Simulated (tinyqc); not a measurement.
Inside a calculation (part 2 of 3). Method: UHF in the sto-6g basis, for LiH+, spin multiplicity 2. Computed by tinyqc, a small Python program that keeps every step (integrals from PySCF). Command: `OMP_NUM_THREADS=1 python tinyqc.py 29068 29069 out.jsonl` (the two numbers bound the seeds that draw the settings). One thread of a shared host (Intel(R) Xeon(R) Processor @ 2.60GHz), about 0.1 s of CPU time with the checks.

Geometry (angstrom):
```
atom         x         y         z
Li    0.000000  0.000000  0.000000
H     0.000000  0.000000  2.419000
```

## Iteration 2: diagonalisation and new density

extrapolated F(alpha) (hartree), order 1Li 1s, 1Li 2s, 1Li 2px, 1Li 2py, 1Li 2pz, 2H 1s:
```
[[-2.754533, -0.702115, 0.000000, 0.000000, 0.002772, -0.033780],
 [-0.702115, -0.397852, 0.000000, 0.000000, -0.079768, -0.253902],
 [0.000000, 0.000000, -0.088713, 0.000000, 0.000000, 0.000000],
 [0.000000, 0.000000, 0.000000, -0.088713, 0.000000, 0.000000],
 [0.002772, -0.079768, 0.000000, 0.000000, -0.191903, -0.330678],
 [-0.033780, -0.253902, 0.000000, 0.000000, -0.330678, -0.672073]]
```

extrapolated F(beta) (hartree), order 1Li 1s, 1Li 2s, 1Li 2px, 1Li 2py, 1Li 2pz, 2H 1s:
```
[[-2.750824, -0.703315, 0.000000, 0.000000, 0.001750, -0.034443],
 [-0.703315, -0.338462, 0.000000, 0.000000, -0.003205, -0.089349],
 [0.000000, 0.000000, -0.082022, 0.000000, 0.000000, 0.000000],
 [0.000000, 0.000000, 0.000000, -0.082022, 0.000000, 0.000000],
 [0.001750, -0.003205, 0.000000, 0.000000, -0.091855, -0.109024],
 [-0.034443, -0.089349, 0.000000, 0.000000, -0.109024, -0.013723]]
```

X, order 1Li 1s, 1Li 2s, 1Li 2px, 1Li 2py, 1Li 2pz, 2H 1s:
```
[[0.353729, 0.726432, 0.000000, 0.000000, 0.585224, 0.256077],
 [-0.650196, -0.556622, 0.000000, 0.000000, 0.452578, 0.425085],
 [0.000000, 0.000000, 0.410664, 0.911787, 0.000000, 0.000000],
 [0.000000, 0.000000, 0.911787, -0.410664, 0.000000, 0.000000],
 [-0.654284, 0.538670, 0.000000, 0.000000, -0.479469, 0.411008],
 [0.842188, -0.316355, 0.000000, 0.000000, -0.268889, 0.539929]]
```

Diagonalise F' = X^T F X, C = X C', fill 2 alpha and 1 beta electrons from the bottom; D(s) = C_occ C_occ^T. Each column has its largest component positive (the first on a tie).

F' = X^T F X (alpha) (hartree):
```
[[-0.195513, -0.305682, 0.000000, 0.000000, -0.288420, -0.351924],
 [-0.305682, -1.043177, 0.000000, 0.000000, -1.112409, -0.414740],
 [0.000000, 0.000000, -0.088713, 0.000000, 0.000000, 0.000000],
 [0.000000, 0.000000, 0.000000, -0.088713, 0.000000, 0.000000],
 [-0.288420, -1.112409, 0.000000, 0.000000, -1.469290, -0.527461],
 [-0.351924, -0.414740, 0.000000, 0.000000, -0.527461, -0.933665]]
```

orbital energies (alpha) (hartree): [-2.755711, -0.718528, -0.151004, -0.088713, -0.088713, -0.016402]

coefficients C (alpha), order 1Li 1s, 1Li 2s, 1Li 2px, 1Li 2py, 1Li 2pz, 2H 1s:
```
[[0.994499, -0.064956, -0.247727, 0.000000, 0.000000, -0.079214],
 [0.022469, 0.207914, 0.977638, 0.000000, 0.000000, 0.344378],
 [0.000000, 0.000000, 0.000000, -0.693638, 0.720324, 0.000000],
 [0.000000, 0.000000, 0.000000, 0.720324, 0.693638, 0.000000],
 [0.000110, 0.200618, -0.306678, 0.000000, 0.000000, 0.991348],
 [-0.002308, 0.857137, -0.233688, 0.000000, 0.000000, -0.619586]]
```

F' = X^T F X (beta) (hartree):
```
[[-0.018877, -0.388927, 0.000000, 0.000000, -0.380086, -0.137960],
 [-0.388927, -0.990931, 0.000000, 0.000000, -1.053665, -0.555177],
 [0.000000, 0.000000, -0.082022, 0.000000, 0.000000, 0.000000],
 [0.000000, 0.000000, 0.000000, -0.082022, 0.000000, 0.000000],
 [-0.380086, -1.053665, 0.000000, 0.000000, -1.401233, -0.693337],
 [-0.137960, -0.555177, 0.000000, 0.000000, -0.693337, -0.513860]]
```

orbital energies (beta) (hartree): [-2.752079, -0.182578, -0.118218, -0.082022, -0.082022, 0.127974]

coefficients C (beta), order 1Li 1s, 1Li 2s, 1Li 2px, 1Li 2py, 1Li 2pz, 2H 1s:
```
[[0.994349, -0.231884, 0.107278, 0.000000, 0.000000, 0.082963],
 [0.023091, 0.888822, -0.431427, 0.000000, 0.000000, -0.376084],
 [0.000000, 0.000000, 0.000000, 0.984605, -0.174795, 0.000000],
 [0.000000, 0.000000, 0.000000, 0.174795, 0.984605, 0.000000],
 [0.000232, 0.193259, 0.791734, 0.000000, 0.000000, -0.672962],
 [-0.003001, 0.278064, 0.313099, 0.000000, 0.000000, 0.998913]]
```

D(alpha) after iteration 2, order 1Li 1s, 1Li 2s, 1Li 2px, 1Li 2py, 1Li 2pz, 2H 1s:
```
[[0.993248, 0.008840, 0.000000, 0.000000, -0.012922, -0.057971],
 [0.008840, 0.043733, 0.000000, 0.000000, 0.041714, 0.178159],
 [0.000000, 0.000000, 0.000000, 0.000000, 0.000000, 0.000000],
 [0.000000, 0.000000, 0.000000, 0.000000, 0.000000, 0.000000],
 [-0.012922, 0.041714, 0.000000, 0.000000, 0.040248, 0.171957],
 [-0.057971, 0.178159, 0.000000, 0.000000, 0.171957, 0.734689]]
```

D(beta) after iteration 2, order 1Li 1s, 1Li 2s, 1Li 2px, 1Li 2py, 1Li 2pz, 2H 1s:
```
[[0.988729, 0.022960, 0.000000, 0.000000, 0.000230, -0.002984],
 [0.022960, 0.000533, 0.000000, 0.000000, 0.000005, -0.000069],
 [0.000000, 0.000000, 0.000000, 0.000000, 0.000000, 0.000000],
 [0.000000, 0.000000, 0.000000, 0.000000, 0.000000, 0.000000],
 [0.000230, 0.000005, 0.000000, 0.000000, 0.000000, -0.000001],
 [-0.002984, -0.000069, 0.000000, 0.000000, -0.000001, 0.000009]]
```

Within a degenerate level the vectors are fixed only up to a rotation; this is one choice.

## Iteration 3: building the Fock matrix

core Hamiltonian H = T + V (hartree), order 1Li 1s, 1Li 2s, 1Li 2px, 1Li 2py, 1Li 2pz, 2H 1s:
```
[[-4.669161, -0.990655, 0.000000, 0.000000, -0.007448, -0.047916],
 [-0.990655, -1.307010, 0.000000, 0.000000, -0.076834, -0.310781],
 [0.000000, 0.000000, -1.074901, 0.000000, 0.000000, 0.000000],
 [0.000000, 0.000000, 0.000000, -1.074901, 0.000000, 0.000000],
 [-0.007448, -0.076834, 0.000000, 0.000000, -1.130622, -0.439040],
 [-0.047916, -0.310781, 0.000000, 0.000000, -0.439040, -1.127262]]
```

Two-electron integrals (ij|kl) in chemists' order, unique and non-zero (hartree):
```
(11|11) 1.681247   (21|11) 0.242603   (21|21) 0.044507   (22|11) 0.397190
(22|21) 0.090279   (22|22) 0.290625   (31|31) 0.009437   (32|31) 0.014261
(32|32) 0.064236   (33|11) 0.397190   (33|21) 0.090279   (33|22) 0.290625
(33|33) 0.313125   (41|41) 0.009437   (42|41) 0.014261   (42|42) 0.064236
(43|43) 0.016875   (44|11) 0.397190   (44|21) 0.090279   (44|22) 0.290625
(44|33) 0.279374   (44|44) 0.313125   (51|51) 0.009437   (52|51) 0.014261
(52|52) 0.064236   (53|53) 0.016875   (54|54) 0.016875   (55|11) 0.397190
(55|21) 0.090279   (55|22) 0.290625   (55|33) 0.279374   (55|44) 0.279374
(55|55) 0.313125   (61|11) 0.011130   (61|21) 0.002019   (61|22) 0.004218
(61|33) 0.004156   (61|44) 0.004156   (61|51) 0.000272   (61|52) 0.000583
(61|55) 0.004342   (61|61) 0.000102   (62|11) 0.059431   (62|21) 0.013864
(62|22) 0.052029   (62|33) 0.048997   (62|44) 0.048997   (62|51) 0.002141
(62|52) 0.016235   (62|55) 0.058094   (62|61) 0.000784   (62|62) 0.020318
(63|31) 0.000751   (63|32) 0.004284   (63|53) 0.001973   (63|63) 0.000915
(64|41) 0.000751   (64|42) 0.004284   (64|54) 0.001973   (64|64) 0.000915
(65|11) 0.083076   (65|21) 0.019482   (65|22) 0.074785   (65|33) 0.069730
(65|44) 0.069730   (65|51) 0.003342   (65|52) 0.025389   (65|55) 0.084894
(65|61) 0.001127   (65|62) 0.031311   (65|65) 0.048486   (66|11) 0.218733
(66|21) 0.051551   (66|22) 0.211193   (66|33) 0.194713   (66|44) 0.194713
(66|51) 0.007420   (66|52) 0.072985   (66|55) 0.244156   (66|61) 0.002950
(66|62) 0.112163   (66|65) 0.177002   (66|66) 0.774999
```

nuclear repulsion = 0.65627600 hartree

J_ij = sum D_kl (ij|kl) with D = D(alpha) + D(beta), K_ij = sum D_kl (ik|jl) for each spin; F = H + J - K(s); E = tr D H + tr D J / 2 - 0.5 sum_s tr D(s) K(s) + E_nn.

Coulomb J (hartree), order 1Li 1s, 1Li 2s, 1Li 2px, 1Li 2py, 1Li 2pz, 2H 1s:
```
[[3.590275, 0.540560, 0.000000, 0.000000, 0.008281, 0.025413],
 [0.540560, 1.016425, 0.000000, 0.000000, 0.073063, 0.224930],
 [0.000000, 0.000000, 1.001055, 0.000000, 0.000000, 0.000000],
 [0.000000, 0.000000, 0.000000, 1.001055, 0.000000, 0.000000],
 [0.008281, 0.073063, 0.000000, 0.000000, 1.047171, 0.332388],
 [0.025413, 0.224930, 0.000000, 0.000000, 0.332388, 1.131733]]
```

exchange K(alpha) (hartree), order 1Li 1s, 1Li 2s, 1Li 2px, 1Li 2py, 1Li 2pz, 2H 1s:
```
[[1.676107, 0.250095, 0.000000, 0.000000, -0.000001, 0.012439],
 [0.250095, 0.098541, 0.000000, 0.000000, 0.065774, 0.147552],
 [0.000000, 0.000000, 0.015904, 0.000000, 0.000000, 0.000000],
 [0.000000, 0.000000, 0.000000, 0.015904, 0.000000, 0.000000],
 [-0.000001, 0.065774, 0.000000, 0.000000, 0.098515, 0.206253],
 [0.012439, 0.147552, 0.000000, 0.000000, 0.206253, 0.675419]]
```

exchange K(beta) (hartree), order 1Li 1s, 1Li 2s, 1Li 2px, 1Li 2py, 1Li 2pz, 2H 1s:
```
[[1.673396, 0.249873, 0.000000, 0.000000, -0.000156, 0.011786],
 [0.249873, 0.048217, 0.000000, 0.000000, -0.000045, 0.002273],
 [0.000000, 0.000000, 0.010015, 0.000000, 0.000000, 0.000000],
 [0.000000, 0.000000, 0.000000, 0.010015, 0.000000, 0.000000],
 [-0.000156, -0.000045, 0.000000, 0.000000, 0.009997, 0.000311],
 [0.011786, 0.002273, 0.000000, 0.000000, 0.000311, 0.000122]]
```

F(alpha) (hartree), order 1Li 1s, 1Li 2s, 1Li 2px, 1Li 2py, 1Li 2pz, 2H 1s:
```
[[-2.754993, -0.700191, 0.000000, 0.000000, 0.000835, -0.034942],
 [-0.700191, -0.389125, 0.000000, 0.000000, -0.069545, -0.233403],
 [0.000000, 0.000000, -0.089750, 0.000000, 0.000000, 0.000000],
 [0.000000, 0.000000, 0.000000, -0.089750, 0.000000, 0.000000],
 [0.000835, -0.069545, 0.000000, 0.000000, -0.181965, -0.312905],
 [-0.034942, -0.233403, 0.000000, 0.000000, -0.312905, -0.670948]]
```

F(beta) (hartree), order 1Li 1s, 1Li 2s, 1Li 2px, 1Li 2py, 1Li 2pz, 2H 1s:
```
[[-2.752281, -0.699969, 0.000000, 0.000000, 0.000989, -0.034289],
 [-0.699969, -0.338801, 0.000000, 0.000000, -0.003727, -0.088124],
 [0.000000, 0.000000, -0.083861, 0.000000, 0.000000, 0.000000],
 [0.000000, 0.000000, 0.000000, -0.083861, 0.000000, 0.000000],
 [0.000989, -0.003727, 0.000000, 0.000000, -0.093447, -0.106963],
 [-0.034289, -0.088124, 0.000000, 0.000000, -0.106963, 0.004349]]
```

total energy of this density = -7.70510787 hartree

## Iteration 3: DIIS over 3 matrices

error matrix X^T (FDS - SDF) X (alpha):
```
[[0.000000, 0.006307, 0.000000, 0.000000, 0.005884, -0.022829],
 [-0.006307, 0.000000, 0.000000, 0.000000, -0.001651, 0.000866],
 [0.000000, 0.000000, 0.000000, 0.000000, 0.000000, 0.000000],
 [0.000000, 0.000000, 0.000000, 0.000000, 0.000000, 0.000000],
 [-0.005884, 0.001651, 0.000000, 0.000000, 0.000000, 0.005439],
 [0.022829, -0.000866, 0.000000, 0.000000, -0.005439, 0.000000]]
```

B (overlaps of the stored error matrices):
```
[[1.0912828e-01, 3.7313658e-02, 7.3062031e-03],
 [3.7313658e-02, 1.7592879e-02, 4.4521017e-03],
 [7.3062031e-03, 4.4521017e-03, 1.2874061e-03]]
```

Minimise |sum c_i e_i|^2 with sum c_i = 1: solve [B -1; -1 0][c; lambda] = [0; -1] with B_ij = tr e_i^T e_j summed over both spins, and take F = sum c_i F_i.

DIIS coefficients: [0.105886, -0.602137, 1.496251]

extrapolated F(alpha) (hartree), order 1Li 1s, 1Li 2s, 1Li 2px, 1Li 2py, 1Li 2pz, 2H 1s:
```
[[-2.761697, -0.701352, 0.000000, 0.000000, 0.000325, -0.035270],
 [-0.701352, -0.382696, 0.000000, 0.000000, -0.059748, -0.223357],
 [0.000000, 0.000000, -0.091903, 0.000000, 0.000000, 0.000000],
 [0.000000, 0.000000, 0.000000, -0.091903, 0.000000, 0.000000],
 [0.000325, -0.059748, 0.000000, 0.000000, -0.175277, -0.305324],
 [-0.035270, -0.223357, 0.000000, 0.000000, -0.305324, -0.678283]]
```

extrapolated F(beta) (hartree), order 1Li 1s, 1Li 2s, 1Li 2px, 1Li 2py, 1Li 2pz, 2H 1s:
```
[[-2.759807, -0.701020, 0.000000, 0.000000, 0.000508, -0.034374],
 [-0.701020, -0.342143, 0.000000, 0.000000, -0.003606, -0.086191],
 [0.000000, 0.000000, -0.087811, 0.000000, 0.000000, 0.000000],
 [0.000000, 0.000000, 0.000000, -0.087811, 0.000000, 0.000000],
 [0.000508, -0.003606, 0.000000, 0.000000, -0.096097, -0.103559],
 [-0.034374, -0.086191, 0.000000, 0.000000, -0.103559, 0.028755]]
```

## Iteration 3: diagonalisation and new density

As before.

F' = X^T F X (alpha) (hartree):
```
[[-0.231755, -0.297808, 0.000000, 0.000000, -0.275631, -0.375508],
 [-0.297808, -1.049796, 0.000000, 0.000000, -1.112849, -0.425528],
 [0.000000, 0.000000, -0.091903, 0.000000, 0.000000, 0.000000],
 [0.000000, 0.000000, 0.000000, -0.091903, 0.000000, 0.000000],
 [-0.275631, -1.112849, 0.000000, 0.000000, -1.472605, -0.534122],
 [-0.375508, -0.425528, 0.000000, 0.000000, -0.534122, -0.898889]]
```

orbital energies (alpha) (hartree): [-2.762757, -0.703274, -0.158173, -0.091903, -0.091903, -0.028841]

coefficients C (alpha), order 1Li 1s, 1Li 2s, 1Li 2px, 1Li 2py, 1Li 2pz, 2H 1s:
```
[[0.994808, -0.050394, -0.251303, 0.000000, 0.000000, -0.074541],
 [0.021244, 0.147828, 0.995994, 0.000000, 0.000000, 0.322176],
 [0.000000, 0.000000, 0.000000, 0.616253, 0.787548, 0.000000],
 [0.000000, 0.000000, 0.000000, 0.787548, -0.616253, 0.000000],
 [0.000793, 0.158344, -0.266719, 0.000000, 0.000000, 1.010375],
 [-0.001948, 0.898901, -0.215493, 0.000000, 0.000000, -0.564555]]
```

F' = X^T F X (beta) (hartree):
```
[[-0.003504, -0.400763, 0.000000, 0.000000, -0.391100, -0.117080],
 [-0.400763, -0.997161, 0.000000, 0.000000, -1.051973, -0.564805],
 [0.000000, 0.000000, -0.087811, 0.000000, 0.000000, 0.000000],
 [0.000000, 0.000000, 0.000000, -0.087811, 0.000000, 0.000000],
 [-0.391100, -1.051973, 0.000000, 0.000000, -1.400262, -0.701616],
 [-0.117080, -0.564805, 0.000000, 0.000000, -0.701616, -0.499455]]
```

orbital energies (beta) (hartree): [-2.760867, -0.183086, -0.116173, -0.087811, -0.087811, 0.159744]

coefficients C (beta), order 1Li 1s, 1Li 2s, 1Li 2px, 1Li 2py, 1Li 2pz, 2H 1s:
```
[[0.994824, -0.242859, 0.079111, 0.000000, 0.000000, 0.077314],
 [0.021227, 0.941385, -0.323208, 0.000000, 0.000000, -0.356352],
 [0.000000, 0.000000, 0.000000, -0.291327, 0.956624, 0.000000],
 [0.000000, 0.000000, 0.000000, 0.956624, 0.291327, 0.000000],
 [0.000654, 0.147066, 0.847626, 0.000000, 0.000000, -0.613980],
 [-0.002825, 0.202863, 0.272553, 0.000000, 0.000000, 1.028465]]
```

D(alpha) after iteration 3, order 1Li 1s, 1Li 2s, 1Li 2px, 1Li 2py, 1Li 2pz, 2H 1s:
```
[[0.992182, 0.013684, 0.000000, 0.000000, -0.007191, -0.047237],
 [0.013684, 0.022304, 0.000000, 0.000000, 0.023425, 0.132841],
 [0.000000, 0.000000, 0.000000, 0.000000, 0.000000, 0.000000],
 [0.000000, 0.000000, 0.000000, 0.000000, 0.000000, 0.000000],
 [-0.007191, 0.023425, 0.000000, 0.000000, 0.025074, 0.142334],
 [-0.047237, 0.132841, 0.000000, 0.000000, 0.142334, 0.808027]]
```

D(beta) after iteration 3, order 1Li 1s, 1Li 2s, 1Li 2px, 1Li 2py, 1Li 2pz, 2H 1s:
```
[[0.989674, 0.021117, 0.000000, 0.000000, 0.000651, -0.002811],
 [0.021117, 0.000451, 0.000000, 0.000000, 0.000014, -0.000060],
 [0.000000, 0.000000, 0.000000, 0.000000, 0.000000, 0.000000],
 [0.000000, 0.000000, 0.000000, 0.000000, 0.000000, 0.000000],
 [0.000651, 0.000014, 0.000000, 0.000000, 0.000000, -0.000002],
 [-0.002811, -0.000060, 0.000000, 0.000000, -0.000002, 0.000008]]
```

Within a degenerate level the vectors are fixed only up to a rotation; this is one choice.

## Iteration 4: building the Fock matrix

As before.

Coulomb J (hartree), order 1Li 1s, 1Li 2s, 1Li 2px, 1Li 2py, 1Li 2pz, 2H 1s:
```
[[3.582934, 0.538900, 0.000000, 0.000000, 0.008034, 0.025330],
 [0.538900, 1.012692, 0.000000, 0.000000, 0.073280, 0.226984],
 [0.000000, 0.000000, 0.996856, 0.000000, 0.000000, 0.000000],
 [0.000000, 0.000000, 0.000000, 0.996856, 0.000000, 0.000000],
 [0.008034, 0.073280, 0.000000, 0.000000, 1.044368, 0.336006],
 [0.025330, 0.226984, 0.000000, 0.000000, 0.336006, 1.157440]]
```

exchange K(alpha) (hartree), order 1Li 1s, 1Li 2s, 1Li 2px, 1Li 2py, 1Li 2pz, 2H 1s:
```
[[1.675616, 0.249642, 0.000000, 0.000000, 0.000258, 0.012400],
 [0.249642, 0.088276, 0.000000, 0.000000, 0.055813, 0.139794],
 [0.000000, 0.000000, 0.013977, 0.000000, 0.000000, 0.000000],
 [0.000000, 0.000000, 0.000000, 0.013977, 0.000000, 0.000000],
 [0.000258, 0.055813, 0.000000, 0.000000, 0.088812, 0.202824],
 [0.012400, 0.139794, 0.000000, 0.000000, 0.202824, 0.709370]]
```

exchange K(beta) (hartree), order 1Li 1s, 1Li 2s, 1Li 2px, 1Li 2py, 1Li 2pz, 2H 1s:
```
[[1.674091, 0.249292, 0.000000, 0.000000, 0.000031, 0.011755],
 [0.249292, 0.047908, 0.000000, 0.000000, 0.000007, 0.002258],
 [0.000000, 0.000000, 0.009966, 0.000000, 0.000000, 0.000000],
 [0.000000, 0.000000, 0.000000, 0.009966, 0.000000, 0.000000],
 [0.000031, 0.000007, 0.000000, 0.000000, 0.009949, 0.000311],
 [0.011755, 0.002258, 0.000000, 0.000000, 0.000311, 0.000121]]
```

F(alpha) (hartree), order 1Li 1s, 1Li 2s, 1Li 2px, 1Li 2py, 1Li 2pz, 2H 1s:
```
[[-2.761843, -0.701398, 0.000000, 0.000000, 0.000328, -0.034986],
 [-0.701398, -0.382593, 0.000000, 0.000000, -0.059368, -0.223590],
 [0.000000, 0.000000, -0.092022, 0.000000, 0.000000, 0.000000],
 [0.000000, 0.000000, 0.000000, -0.092022, 0.000000, 0.000000],
 [0.000328, -0.059368, 0.000000, 0.000000, -0.175066, -0.305859],
 [-0.034986, -0.223590, 0.000000, 0.000000, -0.305859, -0.679192]]
```

F(beta) (hartree), order 1Li 1s, 1Li 2s, 1Li 2px, 1Li 2py, 1Li 2pz, 2H 1s:
```
[[-2.760318, -0.701048, 0.000000, 0.000000, 0.000556, -0.034341],
 [-0.701048, -0.342225, 0.000000, 0.000000, -0.003561, -0.086054],
 [0.000000, 0.000000, -0.088011, 0.000000, 0.000000, 0.000000],
 [0.000000, 0.000000, 0.000000, -0.088011, 0.000000, 0.000000],
 [0.000556, -0.003561, 0.000000, 0.000000, -0.096203, -0.103345],
 [-0.034341, -0.086054, 0.000000, 0.000000, -0.103345, 0.030057]]
```

total energy of this density = -7.70684209 hartree

## Iteration 4: DIIS over 4 matrices

error matrix X^T (FDS - SDF) X (alpha):
```
[[0.000000, 0.000134, 0.000000, 0.000000, 0.000129, -0.000045],
 [-0.000134, 0.000000, 0.000000, 0.000000, 0.000016, 0.000006],
 [0.000000, 0.000000, 0.000000, 0.000000, 0.000000, 0.000000],
 [0.000000, 0.000000, 0.000000, 0.000000, 0.000000, 0.000000],
 [-0.000129, -0.000016, 0.000000, 0.000000, 0.000000, 0.000095],
 [0.000045, -0.000006, 0.000000, 0.000000, -0.000095, 0.000000]]
```

B (overlaps of the stored error matrices):
```
[[1.0912828e-01, 3.7313658e-02, 7.3062031e-03, 3.0107904e-05],
 [3.7313658e-02, 1.7592879e-02, 4.4521017e-03, 2.1297000e-05],
 [7.3062031e-03, 4.4521017e-03, 1.2874061e-03, 6.9523905e-06],
 [3.0107904e-05, 2.1297000e-05, 6.9523905e-06, 1.1755253e-07]]
```

As before.

DIIS coefficients: [-0.003391, 0.019829, -0.054887, 1.038450]

extrapolated F(alpha) (hartree), order 1Li 1s, 1Li 2s, 1Li 2px, 1Li 2py, 1Li 2pz, 2H 1s:
```
[[-2.761875, -0.701403, 0.000000, 0.000000, 0.000325, -0.034977],
 [-0.701403, -0.382558, 0.000000, 0.000000, -0.059308, -0.223545],
 [0.000000, 0.000000, -0.092036, 0.000000, 0.000000, 0.000000],
 [0.000000, 0.000000, 0.000000, -0.092036, 0.000000, 0.000000],
 [0.000325, -0.059308, 0.000000, 0.000000, -0.175024, -0.305837],
 [-0.034977, -0.223545, 0.000000, 0.000000, -0.305837, -0.679255]]
```

extrapolated F(beta) (hartree), order 1Li 1s, 1Li 2s, 1Li 2px, 1Li 2py, 1Li 2pz, 2H 1s:
```
[[-2.760368, -0.701051, 0.000000, 0.000000, 0.000555, -0.034340],
 [-0.701051, -0.342242, 0.000000, 0.000000, -0.003560, -0.086041],
 [0.000000, 0.000000, -0.088035, 0.000000, 0.000000, 0.000000],
 [0.000000, 0.000000, 0.000000, -0.088035, 0.000000, 0.000000],
 [0.000555, -0.003560, 0.000000, 0.000000, -0.096218, -0.103322],
 [-0.034340, -0.086041, 0.000000, 0.000000, -0.103322, 0.030215]]
```
